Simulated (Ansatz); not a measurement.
Multireference treatment of H2O, singlet

Computed with Ansatz's Gaussian-basis code (development build). Basis 6-31G, nonrelativistic, 1 orbital frozen in the corrections. State-specific CASSCF; RHF is the lowest restricted (open-shell) Hartree–Fock solution met. A minimal or small basis: far from the basis limit. Solutions may break the symmetry of the shape. Lower solutions, or ones in other orbitals, may exist.

Geometry:

```xyz
3

O     0.0000    0.0000   -0.1077
H     0.0000    0.6788    0.4308
H     0.0000   -0.6788    0.4308
```

Question: What do CASSCF and its corrections give against RHF in CAS(8,6), and what are the occupations?

Answer: CASSCF -1.283 eV, SC-NEVPT2 -3.132 eV; occupations 2.00, 2.00, 1.98, 1.98, 0.02, 0.02.
